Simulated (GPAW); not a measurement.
**Two attempts at P3H3 (cyclo-(PH)3)**

Aim: the charge distribution of P3H3 (cyclo-(PH)3) at PBE/dzp (scalar-relativistic datasets).

The calculation is run with GPAW 26.7.0.

2 further runs of the same task are left out: 2 set aside as unsound or not needed.

## Step 1: The structure to begin with

The species is P3H3 (6 atoms), meant as a singlet with charge 0. Geometry: relaxed at GFN2-xTB.

Bond lengths: P1–P2 2.199 Å, P1–P3 2.168 Å, P2–P3 2.168 Å, P1–H4 1.401 Å, P2–H5 1.401 Å, P3–H6 1.401 Å. Angles: P1–P2–P3 59.5°, P2–P1–P3 59.5°, P1–P3–P2 60.9°, P1–P2–H5 97.4°, P3–P2–H5 94.1°, P2–P1–H4 97.4°, P3–P1–H4 94.1°, P1–P3–H6 93.9°, P2–P3–H6 93.9°.

## Step 2: The input as first written

Contents of molecule.xyz:

```xyz
6

P      1.079820    -0.436260     0.558450
P     -0.155940     1.281560    -0.039180
P     -0.438170    -0.654020    -0.974030
H      0.251790    -0.903660     1.587250
H     -1.185550     1.094390     0.892150
H      0.448060    -0.382020    -2.024650
```

Contents of sp.py:

```python
import numpy as np
from ase.io import read
from ase.units import Debye
from gpaw import GPAW

# Structure
atoms = read('molecule.xyz')
atoms.center(vacuum=4.5)

# Ground state
calc = GPAW(mode='lcao', basis='tzp', h=0.2, xc='PBE', maxiter=79, txt='-')
atoms.calc = calc

energy = atoms.get_potential_energy()
print(f'Energy                  {energy:.5f} eV')
forces = atoms.get_forces()
print('Forces (eV/Ang)')
for symbol, f in zip(atoms.symbols, forces):
    print(f'{symbol:2} {f[0]:9.4f} {f[1]:9.4f} {f[2]:9.4f}')
dipole = atoms.get_dipole_moment() / Debye
print(f'Dipole = {np.linalg.norm(dipole):.3f} D')
homo, lumo = calc.get_homo_lumo()
print(f'HOMO = {homo:.3f} eV')
print(f'LUMO = {lumo:.3f} eV')
print(f'Gap                     {lumo - homo:.3f} eV')
```

The run is started by

```sh
$ python3 -u sp.py | tee sp.out
```

Output:

```text
__  _  _
 | _ |_)|_||  |
 |__||  | ||/\| - 26.7.0

units:  Angstrom and eV
cores:  1
OpenMP: False

Versions:
  Python: 3.12.14
  ASE:    3.29.0
  Numpy:  2.5.5
  Scipy:  1.18.1
  Libxc:  7.0.0

        _gpaw.cpython-312-aarch64-linux-gnu.so

Input parameters:
  mode=LCAO(),
  basis={'default': 'tzp'},
  h=0.2,
  maxiter=79,
  xc=XC(name='PBE')
FileNotFoundError: Could not find required basis set file "P.tzp.basis".

You need to set the GPAW_SETUP_PATH environment variable to point to
the directories where PAW dataset and basis files are stored.  See
```

It took 0.49 s on 1 thread of Arm Neoverse V2, shared host; peak memory 0.095 GiB.

## Step 3: What went wrong

The input was rejected.

The log says `FileNotFoundError: Could not find required basis set file "P.tzp.basis".`. What is wrong: a file that the run needs isn't there. To mend it: basis set dzp in place of tzp.

## Step 4: Try two

Contents of H3P3.xyz:

```xyz
6

P      1.079820    -0.436260     0.558450
P     -0.155940     1.281560    -0.039180
P     -0.438170    -0.654020    -0.974030
H      0.251790    -0.903660     1.587250
H     -1.185550     1.094390     0.892150
H      0.448060    -0.382020    -2.024650
```

Contents of run.py:

```python
import numpy as np
from ase.io import read
from ase.units import Debye
from gpaw import GPAW

# Structure
system = read('H3P3.xyz')
system.center(vacuum=4.5)

# Ground state
calc = GPAW(mode='lcao', h=0.2, basis='dzp', maxiter=100, xc='PBE', txt='-')
system.calc = calc

energy = system.get_potential_energy()
print(f'Energy = {energy:.5f} eV')
forces = system.get_forces()
print('Forces (eV/Ang)')
for symbol, f in zip(system.symbols, forces):
    print(f'{symbol:2} {f[0]:9.4f} {f[1]:9.4f} {f[2]:9.4f}')
dipole = system.get_dipole_moment() / Debye
print(f'Dipole: {np.linalg.norm(dipole):.3f} D')
homo, lumo = calc.get_homo_lumo()
print(f'HOMO                    {homo:.3f} eV')
print(f'LUMO: {lumo:.3f} eV')
print(f'Gap                     {lumo - homo:.3f} eV')
```

The run is started by

```sh
$ python run.py
```

Output:

```text
[...]
Number of symmetries: 1
[...]
  Number of IBZ points: 1
[...]
basis functions: 54
Spin-components: 1 (collinear spins)
Bands:           15
[...]
  Valence electrons: 18.0
[...]
  Grid points: [56 56 64]
  Charge: 0.0  # |e|
[...]
    cutoffs:
[...]
occupation numbers:
  # Zero width
[...]
xc functional:
  name: PBE with 2 nearest neighbor stencil
[...]
|iter     |     time |      energy | eigst |  dens |
[...]
|iter:   1| 00:00:02 |  -25.110446 |      c|       |
[...]
|iter:   8| 00:00:05 |  -24.645372c|      c| -4.27c|
Converged in 8 steps
[...]
Energy contributions relative to reference atoms: (reference = -27946.211463)
Energy contributions:
  Kinetic:          37.123933
  Coulomb:         -36.898026
  Zero:             -0.109468
  External:          0.000000
  Xc:              -24.761811
  Entropy:           0.000000
  Spinorbit:         0.000000
  ----------------------------
  Free energy:     -24.645372
  Extrapolated:    -24.645372
dipole moment: (-0.083614, -0.036449, 0.067300)  # |e|*Ang
Fermi level: -3.675
Eigenvalues  # (at kpt = [0.000, 0.000, 0.000])
| band index |      eig [eV] | occ [0-2] |
|------------|---------------|-----------|
|          0 |       -18.669 |     2.000 |
|          1 |       -13.967 |     2.000 |
|          2 |       -13.932 |     2.000 |
|          3 |       -10.059 |     2.000 |
|          4 |        -9.161 |     2.000 |
|          5 |        -7.895 |     2.000 |
|          6 |        -6.741 |     2.000 |
|          7 |        -6.389 |     2.000 |
|          8 |        -6.167 |     2.000 |
|          9 |        -1.183 |     0.000 |
|         10 |        -0.626 |     0.000 |
|         11 |        -0.489 |     0.000 |
[...]
Gap: 4.984 eV
Transition (v -> c):
[...]
Forces (eV/Ang)
P     1.6659   -0.0509    0.0409
P     0.5546    1.4852   -0.5052
P    -1.5049   -1.1375   -0.1561
H    -0.6421   -0.3564    0.7010
H    -0.7750   -0.1909    0.6582
H     0.6852    0.2486   -0.7435
Dipole: 0.544 D
HOMO                    -6.167 eV
LUMO: -1.183 eV
Gap                     4.984 eV
```

Wall time 5.8 s (1 thread of Arm Neoverse V2, shared host); peak memory 0.51 GiB.

## Step 5: Outcome

At PBE/dzp (scalar-relativistic datasets):

```
                                              quantity        value
energy as printed (from the program's reference atoms)  -24.6454 eV
                                         dipole moment       0.54 D
                                           HOMO energy     -6.17 eV
                                           LUMO energy     -1.18 eV
                                         HOMO–LUMO gap      4.98 eV
```
